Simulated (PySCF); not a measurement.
Species: ethyl chloride, C2H5Cl.
SMILES with atom numbers: `[CH3:1][CH2:2][Cl:3]` (hydrogens: H4, H5, H6 on C1; H7, H8 on C2)

The same species was optimised twice, with GFN2-xTB and with PBE0-D3(BJ)/def2-SVP (PySCF), and the same property calculations (PySCF, gas phase) were run on both structures.

```csv
coordinate,GFN2-xTB,PBE0-D3(BJ)/def2-SVP,change
C1–H5 (Å),1.088,1.102,+0.014
C1–H4 (Å),1.087,1.100,+0.013
C1–H6 (Å),1.087,1.100,+0.013
C2–H7 (Å),1.090,1.099,+0.009
C2–H8 (Å),1.090,1.099,+0.009
C1–C2 (Å),1.515,1.509,-0.006
C2–Cl3 (Å),1.789,1.792,+0.003
H7–C2–H8 (°),109.7,108.2,-1.5
C1–C2–Cl3 (°),110.6,111.5,+0.9
C2–C1–H5 (°),109.3,109.9,+0.6
H4–C1–H5 (°),108.8,108.3,-0.5
H4–C1–H6 (°),108.6,108.1,-0.5
H5–C1–H6 (°),108.8,108.4,-0.4
C2–C1–H4 (°),110.6,111.0,+0.4
C1–C2–H8 (°),111.6,111.9,+0.3
```

Rotational constants: A = 31431, B = 5549, C = 5013 MHz (GFN2-xTB) against A = 31609, B = 5487, C = 4969 MHz (PBE0-D3(BJ)/def2-SVP). Point groups within 0.08 Å: Cs and Cs. Atoms that the bonding makes alike are paired by their places after alignment.

On the GFN2-xTB structure: HOMO (eV) -8.36 [PBE0/pcSseg-1]; LUMO (eV) 0.95 [PBE0/pcSseg-1]; dipole (D) 2.19 [PBE0/pcSseg-1]; GIAO shielding of C1 (ppm) 165.3 [PBE0/pcSseg-1]; GIAO shielding of C2 (ppm) 140.2 [PBE0/pcSseg-1]; GIAO shielding of Cl3 (ppm) 843.1 [PBE0/pcSseg-1].

Task: What do these properties become on the PBE0-D3(BJ)/def2-SVP structure?

Result: 
```csv
property,level,on GFN2-xTB,on PBE0-D3(BJ)/def2-SVP,change
HOMO (eV),PBE0/pcSseg-1,-8.36,-8.35,+0.01
LUMO (eV),PBE0/pcSseg-1,0.95,0.92,-0.03
dipole (D),PBE0/pcSseg-1,2.19,2.19,0.00
"energy, GFN2-xTB geometry as zero (kcal/mol)",PBE0/pcSseg-1,0.0,-0.1,-0.1
GIAO shielding of C1 (ppm),PBE0/pcSseg-1,165.3,163.6,-1.7
GIAO shielding of C2 (ppm),PBE0/pcSseg-1,140.2,138.9,-1.3
GIAO shielding of Cl3 (ppm),PBE0/pcSseg-1,843.1,839.7,-3.4
```

The heavy atoms differ by 0.008 Å rms after alignment. Among all bonds C1–H4, C1–H5 and C1–H6 change most and about equally (+0.013 to +0.014 Å). Changes are differences of the printed values. Neither structure is proved a minimum here.
